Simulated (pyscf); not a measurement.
Four-centre exchange: HO–SiH(O–SiH₃)–O–SiH₃ (SMILES O[SiH](O[SiH3])O[SiH3]) + HF (SMILES F) → F–SiH(O–SiH₃)–O–SiH₃ (SMILES F[SiH](O[SiH3])O[SiH3]) + H₂O (SMILES O)

Gas phase, singlet surface, charge 0. Bonds broken: Si3–O6, H15–F16. Bonds formed: Si3–F16, O6–H15. Structures and frequencies: ωB97X-D3(BJ)/def2-SVP in PySCF.

Transition state (Å):

```xyz
16

Si     1.5509    -0.5459    -0.6310
O     -0.0209    -1.1405    -0.5734
Si    -1.4478    -0.4477    -0.1491
O     -1.8216    -0.0184     1.3834
Si    -1.3042     1.2367     2.3762
O     -2.1100     0.7327    -1.4202
H      1.9559     0.0873     0.6495
H      2.4155    -1.7347    -0.8739
H      1.7187     0.3891    -1.7773
H     -2.4301    -1.5059    -0.4750
H     -1.9238     0.9711     3.7044
H      0.1733     1.2392     2.5306
H     -1.7991     2.5479     1.8794
H     -2.1687     0.4292    -2.3367
H     -1.2942     1.3787    -1.1714
F     -0.3788     1.3226    -0.2026
```

One imaginary mode, 437i cm⁻¹; descent along it reached the two sides named, in the forms told below.

| bond | change | reactant side (Å) | saddle | product side |
|---|---|---|---|---|
| Si3–O6 | breaks | 1.693 | 1.857 | 2.9 |
| H15–F16 | breaks | 0.950 | 1.334 | 2.248 |
| Si3–F16 | forms | 3.0 | 2.069 | 1.633 |
| O6–H15 | forms | 1.650 | 1.070 | 0.967 |

Electronic energies relative to the separated reactants (kcal/mol):

```tsv
level	barrier	reaction energy	reverse barrier
ωB97X-D3(BJ)/def2-TZVP	14.5	-10.4	24.9
PBE/def2-TZVP	11.4	-11.3	22.6
r²SCAN/def2-TZVP	11.7	-11.4	23.1
B3LYP-D3(BJ)/def2-TZVP	14.9	-11.4	26.3
PBE0-D3(BJ)/def2-TZVP	13.4	-10.5	23.9
M06-2X/def2-TZVP	14.6	-10.6	25.2
ωB97M-D3(BJ)/def2-TZVP	13.8	-11.0	24.8
HF/def2-TZVP	31.6	-12.5	44.1
```

With ωB97M-D3(BJ)/def2-TZVP energies and thermal terms (ideal gas, 1 atm, RRHO with modes under 100 cm⁻¹ raised to 100, one conformer, R ln 2 for rigid chiral ones), in kcal/mol:

```
T (K)   ΔH‡   ΔG‡     ΔH     ΔG
-----  ----  ----  -----  -----
298    14.2  26.9  -10.4  -10.5
600    13.6  40.1  -10.9  -10.3
900    13.5  53.4  -11.5   -9.9
1200   13.7  66.6  -11.9   -9.4
```

On the reactant side the descent ends in a bound adduct, 9.6 kcal/mol under the separated species and 24.0 kcal/mol under the saddle at ωB97X-D3(BJ)/def2-TZVP. This is the saddle that the search found; another between the same sides may lie lower.
